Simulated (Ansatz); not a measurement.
The input, for Ansatz 0.2.0:

```yaml
crystal:
  periodic: [false, false, false]
  atoms:
    - {symbol: Ge, position_ang: [0.000000, 0.000000, 0.000000]}
    - {symbol: Na, position_ang: [0.000000, 0.000000, 2.626000]}
basis:
  gaussian: {orbitals: aug-cc-pVTZ}
total_charge: 1
magnetization: {spin_polarized: true, initial_magnetization: 2}
hamiltonian: {xc: {name: B3LYP}}
```

```sh
$ ansatz run in.yaml --threads 1 --pin off --events-out ev --progress --plain --max-ram 2393MiB
```

Log:

```
807 factors; their error is unknown
mean field evaluation 1: about -60928.4130 eV, gradient 9.3e0 eV
mean field evaluation 2: about -60928.9640 eV, gradient 8.4e0 eV
mean field evaluation 4: about -60929.1792 eV, gradient 8.3e-2 eV
mean field evaluation 8: about -60929.4072 eV, gradient 1.3e-3 eV
mean field evaluation 16: about -60929.4072 eV, gradient 1.8e-5 eV
mean field -60929.40724829 eV, -2239.1144169391 hartree, gradient 1.8e-5 eV, S^2 2.002182; 2 other end points of the search recorded, 0 dependent functions left out
reference -60929.40746587 eV, -2239.1144249349 hartree; 22, 20 occupied and 87, 89 virtual orbitals, 807 factors
Total energy: -60929.40746587 eV, -2239.1144249349 hartree
```

Ran on 1 thread of Arm Neoverse V1, shared host: 11 s wall, 0.25 GiB peak host memory.
